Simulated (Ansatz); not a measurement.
Geometry optimisation, UKS PBE0/STO-3G in Ansatz.

The input (input.yaml):

```yaml
crystal:
  periodic: [false, false, false]
  atoms:
    - { symbol: C, position_ang: [-0.2799, -0.0296, 1.7222] }
    - { symbol: C, position_ang: [0.52, -0.2972, 0.5087] }
    - { symbol: O, position_ang: [1.4035, -1.123, 0.5524] }
    - { symbol: C, position_ang: [0.2566, 0.4476, -0.7878] }
    - { symbol: "N", position_ang: [-0.3991, -0.5036, -1.7559] }
    - { symbol: F, position_ang: [-0.723, 1.4486, -0.5989] }
    - { symbol: H, position_ang: [0.0388, -0.5727, 2.5697] }
    - { symbol: H, position_ang: [-1.3308, -0.222, 1.4903] }
    - { symbol: H, position_ang: [-0.2367, 1.093, 2.0002] }
    - { symbol: H, position_ang: [-0.08014, 0.45967, 0.00365] }
    - { symbol: H, position_ang: [-0.587, 0.0126, -2.5797] }
    - { symbol: H, position_ang: [0.3165, -1.2015, -1.9308] }
magnetization:
  spin_polarized: true
basis:
  gaussian: { orbitals: STO-3G }
hamiltonian:
  xc: pbe0
relax:
  f_tol: 0.02
  max_steps: 50
```

Command:

```bash
$ ansatz run input.yaml --threads 1 --pin off --max-ram 2048MiB --backend cpu --events-out ev --progress --plain --runs-dir out
```

Where does it end, and by what steps?

It converged. Limits of this set-up: minimal basis. After 18 steps the energy has fallen by 12.646 eV; H10 moved furthest, 1.61 Å. The start is strongly strained (largest force component 23 eV/Å), so its close contacts needn't be bonds. Parted: C2–H10.

```
step  energy less start (eV)  largest force component (eV/Å)  accepted
   0                  0.0000                          22.877       yes
   1                 -4.5889                           6.337       yes
   2                 -5.9595                           2.717       yes
   3                 -6.7415                           3.309       yes
   4                 -7.9319                           5.910       yes
   5                 -9.3750                           6.207       yes
   6                -10.4174                           4.679       yes
   7                -11.2973                           4.215       yes
   8                -12.0260                           2.656       yes
   9                -12.4324                           2.159       yes
  10                -12.5857                           0.931       yes
  11                -12.6312                           0.332       yes
  12                -12.6413                           0.170       yes
  13                -12.6435                           0.057       yes
  14                -12.6443                           0.044       yes
  15                -12.6451                           0.053       yes
  16                -12.6455                           0.047       yes
  17                -12.6458                           0.031       yes
  18                -12.6459                           0.015       yes
```

```xyz
12
Properties=species:S:1:pos:R:3
C -0.120 0.017 1.929
C 0.317 -0.384 0.506
O 1.287 -1.121 0.240
C -0.514 0.259 -0.689
N -0.244 -0.599 -1.887
F -0.101 1.594 -0.863
H 0.576 -0.382 2.677
H -1.130 -0.371 2.129
H -0.156 1.113 2.008
H -1.607 0.249 -0.450
H -0.156 0.070 -2.698
H 0.746 -0.933 -1.708
```

The run took 85 s on 1 thread of Arm Neoverse V1 (shared host), peak memory 0.17 GiB.
